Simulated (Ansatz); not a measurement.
# Energy profile

The step: AlH₃O₂ ([OH][AlH][OH]) → AlHO ([OH][Al]) + H₂O (still joined by a long Al–O bond); bonds formed: O2–H3; bonds broken: Al1–H3; bonds weakened to dative contacts: Al1–O2 (atoms numbered as in the saddle structure below).

```
6
angstrom
Al -0.6667 -0.5117 -0.2879
O 1.0640 -0.5414 0.3299
H 0.7031 -1.5261 -0.4870
O -1.5895 0.9003 -0.1275
H 1.8711 -0.0159 0.2102
H -1.3821 1.6948 0.3624
```

Electronic energies by CCSD(T) at an estimated basis limit (MP2 extrapolated from triple and quadruple zeta, plus CCSD(T) − MP2 in triple zeta), on PBE0-D4/def2-TZVP structures; AlH3O2, singlet; no counterpoise correction. Ansatz 0.2.0; basis: def2-TZVPP and def2-QZVPP; cores frozen in the correlated methods. Extrapolation: Hartree–Fock as exp(−7.88 √X), correlation as X^−2.97.

Question: Give the profile in kcal/mol, counted from the start structure. (Judge from chemistry; the value comes from the calculation.)

Answer: Computed:
| point | kcal/mol |
| --- | --- |
| start structure | 0.00 |
| saddle | 73.50 |
| end structure | 39.34 |
| separated: AlHO (linked as [OH][Al]; Al1, O4, H6; singlet) + H2O (O2, H3, H5; singlet) | 47.23 |

No T1 diagnostic of these runs exceeds 0.018. The restricted Hartree–Fock reference is unstable towards an unrestricted one at one or more of these structures.

For scale, one of the runs: CCSD(T)/def2-TZVPP, 146 basis functions, launched by `ansatz run in.yaml --threads 2 --pin off --events-out ev --progress --plain --max-ram 4352MiB`. Time: 16 s of wall clock on 2 CPU threads of an Intel Xeon Platinum 8259CL; the host was shared. Peak host memory: 0.91 GiB.
